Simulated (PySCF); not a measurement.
SMILES CC1=CCCO1, C$_{5}$H$_{8}$O

Geometry:
| atom | x (Å) | y (Å) | z (Å) |
| --- | --- | --- | --- |
| C1 | 2.133 | -0.075 | 0.037 |
| C2 | 0.654 | -0.013 | -0.059 |
| C3 | -0.148 | 0.746 | -0.816 |
| C4 | -1.579 | 0.392 | -0.525 |
| C5 | -1.409 | -0.690 | 0.562 |
| O6 | -0.005 | -0.877 | 0.757 |
| H7 | 2.599 | 0.663 | -0.627 |
| H8 | 2.457 | 0.115 | 1.073 |
| H9 | 2.492 | -1.080 | -0.234 |
| H10 | 0.185 | 1.494 | -1.534 |
| H11 | -2.108 | 0.006 | -1.414 |
| H12 | -2.166 | 1.253 | -0.161 |
| H13 | -1.846 | -1.659 | 0.273 |
| H14 | -1.852 | -0.394 | 1.526 |

Computed with PySCF, quadratic response CAM-B3LYP/def2-TZVPD first hyperpolarisability, Taylor convention, gas phase. Geometry: PBE0-D3(BJ)/def2-SVP.

Give the tensor of the second harmonic β(−2ω;ω,ω) at 1064 nm in the axes of these coordinates.

In au, Taylor convention; rows are the first index (the induced dipole):
```
      xx     yy     zz     xy     xz     yz
x  +25.2  -12.8  -11.8  +12.2  -10.4  +21.4
y  +12.3  -53.5  -18.9  -15.7  +23.1  +17.3
z  -10.7  +17.2  +46.1  +23.1  -14.4  -19.0
```
Norm of βᵢ = ⅓ Σⱼ (βᵢⱼⱼ + βⱼᵢⱼ + βⱼⱼᵢ): 80.2 au, hyper-Rayleigh value 41.1 au.
